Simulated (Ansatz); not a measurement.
**AlH2S radical (SMILES [AlH2][S]): one structure at several levels**

The task here is to estimate one member of a computed series from the others.

The runs use Ansatz 0.2.0, Gaussian basis; single points in def2-TZVPP.

Correlated methods freeze the cores. Orbitals are unrestricted. B3LYP uses VWN-RPA correlation.

## The system as given

SMILES `[AlH2][S]`, 4 atoms, charge 0, spin multiplicity 2.

Atoms are counted from 1 here; the program's logs count them from 0.

Bond lengths: Al1–S2 2.066 Å, Al1–H3 1.497 Å, Al1–H4 1.804 Å. Angles: S2–Al1–H3 128.0°, S2–Al1–H4 123.7°, H3–Al1–H4 108.2°.

As a file:

```
Al   -0.17420   -0.12700    0.04900
S     1.20990   -0.23330    1.57850
H    -1.35590   -1.01470   -0.18860
H    -0.16870    1.15560   -1.22020
```

The first run:

run/in.yaml

```yaml
crystal:
  periodic: [false, false, false]
  atoms:
    - {symbol: Al, position_ang: [-0.174200, -0.127000, 0.049000]}
    - {symbol: S, position_ang: [1.209900, -0.233300, 1.578500]}
    - {symbol: H, position_ang: [-1.355900, -1.014700, -0.188600]}
    - {symbol: H, position_ang: [-0.168700, 1.155600, -1.220200]}
basis:
  gaussian: {orbitals: def2-TZVPP}
magnetization: {spin_polarized: true, initial_magnetization: 1}
correlation: {method: ccsd_t}
scf: {omitted_lower_state_checks: [cluster_reference]}
output: {forces: true}
```

The command line of these runs was not kept.

Steps of the session up to this table: CCSD(T)/def2-TZVPP; PBE0-D4/def2-TZVPP; wB97M-V/def2-TZVPP; r2SCAN-D4/def2-TZVPP; PBE-D4/def2-TZVPP; B3LYP-D4/def2-TZVPP; CAM-B3LYP-D4/def2-TZVPP.

One table of the session follows, with a row left open; its other results are not shown here.

```
      method  RMS force component (eV/Å)  angle to CCSD(T) forces (°)  dipole (D)
     CCSD(T)                       1.411                    reference        0.60
     PBE0-D4                       1.241                          6.4        0.53
     wB97M-V                           ?                            ?           ?
   r2SCAN-D4                       1.164                          8.9        0.63
      PBE-D4                       1.091                         12.8        0.79
    B3LYP-D4                       1.223                          4.7        0.55
CAM-B3LYP-D4                       1.310                          4.7        0.57
```

**Question.** Estimate the row for wB97M-V.

**Answer.** RMS force component (eV/Å): 1.338; angle to CCSD(T) forces (°): 3.8; dipole (D): 0.61. In the column «RMS force component (eV/Å)» it lies between CAM-B3LYP-D4 (1.310) and CCSD(T) (1.411).
